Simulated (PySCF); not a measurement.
Published values to compare with (the computed states carry no symmetry labels, so the two lists aren't matched line by line):

```csv
state,E (eV),f,kind of transition,source
1B3g(n→π*),3.14,,vertical absorption,[1]
1B2u(π→π*),4.28,0.190,vertical absorption,[1]
1B1u(n→π*),4.34,,vertical absorption,[1]
1B2g(n→π*),4.55,,vertical absorption,[1]
1B2g(n→π*),4.89,,vertical absorption,[1]
1Au(n→π*),5.34,,vertical absorption,[1]
1Ag(π→π*),5.80,,vertical absorption,[1]
1Au(n→π*),5.92,,vertical absorption,[1]
1Ag(n→3s),6.50,,vertical absorption,[1]
```

[1] computed, theoretical best estimate (aug-cc-pVTZ, frozen core, CC3 geometry), gas; Veril, Scemama, Caffarel, Lipparini, Boggio-Pasqua, Jacquemin, Loos, WIREs Comput. Mol. Sci. 2021, 11, e1517 (QUESTDB)

Species: 1,4,5,8-tetraazanaphthalene, C6H4N4.
SMILES with atom numbers: `[cH:1]1[cH:2][n:3][c:4]2[n:5][cH:6][cH:7][n:8][c:9]2[n:10]1` (hydrogens: H11 on C1; H12 on C2; H13 on C6; H14 on C7)

Geometry (PBE0-D3(BJ)/def2-SVP, Å), atoms numbered from 1 in this order:
```xyz
14
C6H4N4 angstrom
C     -2.2893   -0.0921   -0.5684
C     -2.1907   -0.2550    0.8426
N     -1.0448   -0.2517    1.4710
C      0.0596   -0.0835    0.7089
N      1.2608   -0.0754    1.3305
C      2.3095    0.0893    0.5685
C      2.2107    0.2522   -0.8425
N      1.0644    0.2488   -1.4701
C     -0.0396    0.0805   -0.7074
N     -1.2402    0.0725   -1.3299
H     -3.2745   -0.1027   -1.0503
H     -3.1010   -0.3892    1.4396
H      3.2949    0.1000    1.0500
H      3.1206    0.3865   -1.4399
```

Level of theory: TDDFT CAM-B3LYP/def2-SVPD, vertical, gas phase, core orbitals frozen in the response in PySCF.

Computed singlets: 3.10 eV (f 0.000); 4.32 eV (f 0.009); 4.54 eV (f 0.000); 4.59 eV (f 0.260); 4.99 eV (f 0.000); 5.38 eV (f 0.000); 5.48 eV (f 0.012); 5.55 eV (f 0.001); 5.97 eV (f 0.000); 6.38 eV (f 0.000). Computed triplets (Tamm–Dancoff): 2.68, 3.46, 3.57, 3.70 eV.

Q: How does the lowest computed singlet compare with the best estimate listed for the lowest singlet (vertical absorption)?

A: 3.10 eV against 3.14 eV for 1B3g(n→π*) [1]: a difference of -0.04 eV. Geometry and basis of the two calculations needn't be the same.

The vertical ionisation energy (ΔSCF) is 9.44 eV, 3.06 eV above S10.
